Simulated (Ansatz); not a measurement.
C3H10N2 (`CNCCN`), relaxed with RKS PBE-D4/def2-SVP in Ansatz from a rough embedded geometry. The force threshold is 0.03 eV/Å; the program also tests the step.

The species carries charge 0 and has multiplicity 1.

Start:

```xyz
15

C     0.415   -0.671    1.950
N     0.574   -0.007    0.681
C    -0.514   -0.421   -0.210
C    -0.279    0.177   -1.699
N    -0.078    1.635   -1.566
H     1.236   -0.267    2.651
H    -0.514   -0.334    2.431
H     0.492   -1.704    1.897
H     1.518   -0.299    0.300
H    -0.489   -1.546   -0.321
H    -1.454   -0.133    0.189
H    -1.172   -0.015   -2.257
H     0.535   -0.241   -2.092
H     0.636    1.763   -0.775
H    -0.907    2.065   -1.178
```

```
step  energy (eV)  largest force (eV/Å)  largest move (Å)
   1   -6240.3234                 6.863             0.000
   2   -6241.0289                 1.722             0.156
   3   -6241.1484                 0.401             0.084
   4   -6241.1594                 0.155             0.043
   5   -6241.1602                 0.110             0.060
   6   -6241.1630                 0.038             0.044
   7   -6241.1635                 0.010             0.033
```

End:

```xyz
15

C     0.459   -0.627    1.998
N     0.632   -0.137    0.644
C    -0.454   -0.475   -0.266
C    -0.252    0.232   -1.616
N    -0.151    1.686   -1.546
H     1.343   -0.367    2.616
H    -0.424   -0.138    2.464
H     0.297   -1.735    2.082
H     1.517   -0.488    0.256
H    -0.583   -1.582   -0.422
H    -1.405   -0.118    0.193
H    -1.074   -0.052   -2.307
H     0.679   -0.166   -2.084
H     0.479    1.901   -0.758
H    -1.062    2.066   -1.253
```

It took 8 s on 4 threads of a server CPU on a shared host, with 0.18 GiB of host memory at the peak.
